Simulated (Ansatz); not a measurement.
Relaxation of C2H4OS (8 atoms, charge 0, multiplicity 1), to a largest force component of 0.02 eV/Å in at most 50 steps.

Method: RKS PBE/def2-SVP in Ansatz.

```xyz
8
Properties=species:S:1:pos:R:3:forces:R:3
C 0.170 1.011 -0.044 -1.79 1.73 -0.79
O 0.639 -0.215 0.349 -0.19 -1.32 -0.02
C -0.176 -1.267 0.054 5.05 -2.08 2.55
S 0.474 -2.759 0.508 -1.54 1.20 -0.79
H 0.846 1.820 0.207 0.82 0.28 0.36
H -0.014 1.096 -1.143 0.08 -0.17 0.03
H -0.798 1.260 0.458 0.07 0.00 -0.05
H -1.048 -1.003 -0.445 -2.49 0.36 -1.29
```

Q: Where does it end, and by what steps?

A: It converged. The force dipped under the threshold on the way, but the program's further checks kept it going. After 22 steps the energy has fallen by 0.431 eV; H8 moved furthest, 0.67 Å.

```csv
step,energy less start (eV),largest force component (eV/Å),accepted
0,0.0000,5.048,yes
1,-0.2754,2.019,yes
2,-0.4105,0.578,yes
3,-0.4110,0.583,yes
4,-0.4174,0.457,yes
5,-0.4211,0.307,yes
6,-0.4283,0.057,yes
7,-0.4292,0.028,yes
8,-0.4290,0.074,no
9,-0.4293,0.043,yes
10,-0.4296,0.039,yes
11,-0.4296,0.032,yes
12,-0.4299,0.061,yes
13,-0.4300,0.046,yes
14,-0.4303,0.037,yes
15,-0.4305,0.008,yes
16,-0.4303,0.077,no
17,-0.4306,0.063,yes
18,-0.4307,0.045,yes
19,-0.4308,0.029,yes
20,-0.4309,0.022,yes
21,-0.4308,0.049,no
22,-0.4309,0.005,yes
```

```xyz
8
Properties=species:S:1:pos:R:3
C 0.059 1.082 0.025
O 0.419 -0.176 0.601
C -0.006 -1.302 0.010
S 0.299 -2.799 0.574
H 0.980 1.684 -0.101
H -0.437 0.951 -0.960
H -0.629 1.613 0.715
H -0.593 -1.110 -0.921
```

Time of the run: 36 s on 1 thread of Intel(R) Xeon(R) Platinum 8375C CPU @ 2.90GHz (Ice Lake), on a shared host, peak memory 0.15 GiB.
